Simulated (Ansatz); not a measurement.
A nudged elastic band was laid between two geometries of C2H4S2 (8 atoms, charge 0, multiplicity 1).

Method: Ansatz, RKS PBE0/6-31G*.

```yaml
movable_images: 5
climbing_image: yes
spring: 5.0 eV/Å²
optimiser: quadratic models (default)
start_path: IDPP
force_threshold: 0.05 eV/Å
iteration_limit: 60
end_points: relaxed
```

First end point:

```xyz
8
Properties=species:S:1:pos:R:3
C -0.015 1.032 -0.263
C 0.176 -0.452 -0.115
S 1.127 -1.351 -1.090
S -0.741 -1.087 1.242
H 0.522 1.394 -1.140
H -1.080 1.277 -0.361
H 0.360 1.552 0.627
H -0.349 -2.366 1.101
```

Last end point:

```xyz
8
Properties=species:S:1:pos:R:3
C -0.003 0.815 -0.224
C 0.346 -0.645 -0.299
S 1.307 -1.301 -1.442
S -0.340 -1.680 0.940
H 0.470 1.354 -1.046
H -1.090 0.954 -0.280
H 0.337 1.242 0.728
H -1.027 -0.739 1.623
```

(1) What changes between the two ends?

(2) Give the energies along the band, and the barrier.

(3) What is the geometry of the highest image?

(4) What are the harmonic wavenumbers there?

Results:

(1) No bond is made or broken. The dihedral S3–C2–S4–H8 goes from 0 to -180°.

(2) The run converged. The highest image is number 3 of 0 to 6, 0.51 eV above the first end and 0.43 eV above the last; the last end lies 0.08 eV above the first. A vibrational analysis at the climbing image gives one clearly imaginary mode, 399i cm⁻¹: a first-order saddle point.

| image | path coordinate (Å) | energy (eV) | dihedral S3–C2–S4–H8 (°) |
| --- | --- | --- | --- |
| 0 | 0.00 | 0.00 | 0 |
| 1 | 0.50 | 0.13 | 29 |
| 2 | 1.00 | 0.38 | 60 |
| 3 | 1.51 | 0.51 | 91 |
| 4 | 2.05 | 0.36 | 126 |
| 5 | 2.59 | 0.13 | 160 |
| 6 | 3.13 | 0.08 | -180 |

(3) 
```xyz
8
Properties=species:S:1:pos:R:3
C 0.151 0.941 -0.127
C -0.014 -0.514 -0.428
S 0.709 -1.285 -1.652
S -1.174 -1.361 0.700
H 0.782 1.433 -0.869
H -0.831 1.428 -0.081
H 0.595 1.062 0.871
H -0.219 -1.704 1.586
```

(4) 399i, 176, 307, 353, 422, 574, 855, 902, 1034, 1128, 1271, 1414, 1487, 1493, 2717, 3061, 3127, 3194 cm⁻¹.

Time of the run: 3.2 min on 1 thread of Arm Neoverse N1, on a shared host, peak memory 0.15 GiB.
